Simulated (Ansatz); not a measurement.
I need a geometry optimisation of C5H7F, SMILES CC1(C)C=C1F. Use Ansatz 0.2.0, Python API. Level of theory: Hartree-Fock, def2-SVP basis, multiplicity 1.

```xyz
13

C    -0.8401   -0.2803    0.9776
C     0.1047    0.0509   -0.1222
C     0.8442   -1.1367   -0.6315
C     0.8288    1.3539   -0.1487
C    -0.1817    1.1069   -1.0815
F    -1.2636    1.9287   -1.0974
H    -0.3600   -0.6742    1.8382
H    -1.6027   -0.9314    0.6052
H    -1.4125    0.6794    1.3511
H     1.5938   -0.8824   -1.3861
H     0.1815   -1.8926   -0.9980
H     1.4598   -1.5880    0.2197
H     0.6684    2.2311    0.4883
```

The script, `opt_c5h7f.py`:
```python
import ansatz as az
from ase import Atoms
import numpy as np


def main() -> None:
    atoms = Atoms(["C", "C", "C", "C", "C", "F", "H", "H", "H", "H", "H", "H", "H"], positions=[
        (-0.8401, -0.2803, 0.9776),
        (0.1047, 0.0509, -0.1222),
        (0.8442, -1.1367, -0.6315),
        (0.8288, 1.3539, -0.1487),
        (-0.1817, 1.1069, -1.0815),
        (-1.2636, 1.9287, -1.0974),
        (-0.36, -0.6742, 1.8382),
        (-1.6027, -0.9314, 0.6052),
        (-1.4125, 0.6794, 1.3511),
        (1.5938, -0.8824, -1.3861),
        (0.1815, -1.8926, -0.998),
        (1.4598, -1.588, 0.2197),
        (0.6684, 2.2311, 0.4883),
    ])
    molecule = az.Crystal.molecule_from_ase(atoms)

    calculation = molecule.calculation()
    calculation = calculation.basis(gaussian="def2-SVP").functional("hf")
    symbols = [site.symbol for site in molecule.cartesian_sites]
    start = np.array([site.position_ang for site in molecule.cartesian_sites], dtype=float)
    def progress(event):
        if event["event"] == "relax_step":
            row = event["data"]
            print(f"step {row['step']:3d}  E = {row['lagrangian_ev']:.6f} eV  max force {row['allowed_force_max_ev_ang']:.4f} eV/A")


    report = calculation.relax(force_tolerance=0.005).session().plan().execute(on_event=progress).report
    end = np.array(report["positions_ang"])

    print("reference energy %16.6f eV" % report["reference_energy_ev"])
    print("total energy     %16.6f eV" % report["free_energy_ev"])
    print("occupied (up, down):", report["n_occupied"], " virtual:", report["n_virtual"], " frozen:", report["n_frozen"])

    print("bond        before    after (A)")
    for i, j in [(0, 1), (0, 6), (0, 7), (0, 8), (1, 2), (1, 3), (1, 4), (2, 9), (2, 10), (2, 11), (3, 4), (3, 12), (4, 5)]:
        d0, d1 = (np.linalg.norm(xyz[i] - xyz[j]) for xyz in (start, end))
        print(f"{symbols[i]}{i}-{symbols[j]}{j}".ljust(10), f"{d0:8.4f} {d1:8.4f}")
    for i, j, k in [(1, 0, 6), (1, 0, 7), (1, 0, 8), (6, 0, 7), (6, 0, 8), (7, 0, 8), (0, 1, 2), (0, 1, 3)]:
        u, v = end[i] - end[j], end[k] - end[j]
        print(f"angle {symbols[i]}{i}-{symbols[j]}{j}-{symbols[k]}{k}: {np.degrees(np.arccos(np.clip(u @ v / np.linalg.norm(u) / np.linalg.norm(v), -1, 1))):.2f} deg")

    charges = report["charge_distribution"]
    dipole = np.array(charges["dipole_moment_e_ang"]) * 4.803205
    print("dipole (D): {:.3f} {:.3f} {:.3f}, length {:.3f}".format(*dipole, np.linalg.norm(dipole)))
    print("atom  Mulliken   Lowdin")
    for symbol, m, l in zip(symbols, charges["mulliken_charges_e"], charges["lowdin_charges_e"]):
        print(f"{symbol:4s} {m:9.3f} {l:8.3f}")
    with open("c5h7f_opt.xyz", "w") as handle:
        handle.write(f"{len(symbols)}\nrelaxed C5H7F\n")
        handle.writelines(f"{s:2s} {x:11.6f} {y:11.6f} {z:11.6f}\n" for s, (x, y, z) in zip(symbols, end))


if __name__ == "__main__":
    main()
```

```console
$ python opt_c5h7f.py
step   1  E = -7957.913337 eV  max force 4.1624 eV/A
step   2  E = -7958.808459 eV  max force 2.6422 eV/A
step   3  E = -7959.318272 eV  max force 3.1931 eV/A
step   4  E = -7959.629099 eV  max force 0.9533 eV/A
step   5  E = -7959.814481 eV  max force 1.1670 eV/A
step   6  E = -7959.829907 eV  max force 1.5331 eV/A
step   7  E = -7959.810884 eV  max force 1.4950 eV/A
step   8  E = -7959.918436 eV  max force 0.3600 eV/A
step   9  E = -7959.903018 eV  max force 0.7650 eV/A
step  10  E = -7959.926343 eV  max force 0.1768 eV/A
step  11  E = -7959.928247 eV  max force 0.0881 eV/A
step  12  E = -7959.929903 eV  max force 0.0313 eV/A
step  13  E = -7959.930042 eV  max force 0.0133 eV/A
step  14  E = -7959.930099 eV  max force 0.0044 eV/A
step  15  E = -7959.930107 eV  max force 0.0023 eV/A
reference energy     -7959.930107 eV
total energy         -7959.930107 eV
occupied (up, down): [23, 23]  virtual: [96, 96]  frozen: 0
bond        before    after (A)
C0-C1        1.4872   1.5238
C0-H6        1.0613   1.0932
C0-H7        1.0697   1.0933
C0-H8        1.1782   1.0904
C1-C2        1.4888   1.5239
C1-C3        1.4909   1.5414
C1-C4        1.4551   1.4644
C2-H9        1.0936   1.0903
C2-H10       1.0700   1.0933
C2-H11       1.1433   1.0932
C3-C4        1.3972   1.2720
C3-H12       1.0959   1.0750
C4-F5        1.3587   1.2962
angle C1-C0-H6: 110.65 deg
angle C1-C0-H7: 111.06 deg
angle C1-C0-H8: 111.30 deg
angle H6-C0-H7: 107.39 deg
angle H6-C0-H8: 108.14 deg
angle H7-C0-H8: 108.16 deg
angle C0-C1-C2: 112.91 deg
angle C0-C1-C3: 119.46 deg
dipole (D): 0.788 -0.373 0.965, length 1.300
atom  Mulliken   Lowdin
C        0.075    0.072
C       -0.386   -0.164
C        0.075    0.072
C       -0.135   -0.017
C        0.409   -0.061
F       -0.269    0.101
H        0.030   -0.004
H        0.032   -0.003
H        0.023   -0.006
H        0.023   -0.006
H        0.032   -0.003
H        0.030   -0.004
H        0.062    0.024
```

File `c5h7f_opt.xyz` afterwards:
```text
13
relaxed C5H7F
C    -0.926333   -0.344424    1.082170
C     0.001986    0.101162   -0.041090
C     0.825713   -1.043251   -0.618944
C     0.594208    1.523972   -0.015660
C    -0.324586    1.271655   -0.858289
F    -1.083866    1.701232   -1.816915
H    -0.354211   -0.782052    1.904493
H    -1.629438   -1.105049    0.732258
H    -1.501200    0.493806    1.476885
H     1.481808   -0.695211   -1.417235
H     0.179672   -1.825835   -1.025768
H     1.445871   -1.501632    0.155844
H     1.310975    2.170926    0.456949
```

Total energies depend on the basis set; only differences at equal settings carry meaning. The end point is the stationary point reached from this start; no frequency run checks that it is a minimum, and the basis set is modest. The Löwdin charges here are taken after orthogonalising the functions within each atom; they differ from plain Löwdin charges, and their signs can be unphysical. Run time: 55 s on 1 thread of Arm Neoverse V1, with other jobs on the host, peak memory 0.34 GiB.

(Lines on the test bed's own set-up are left out of the output.)
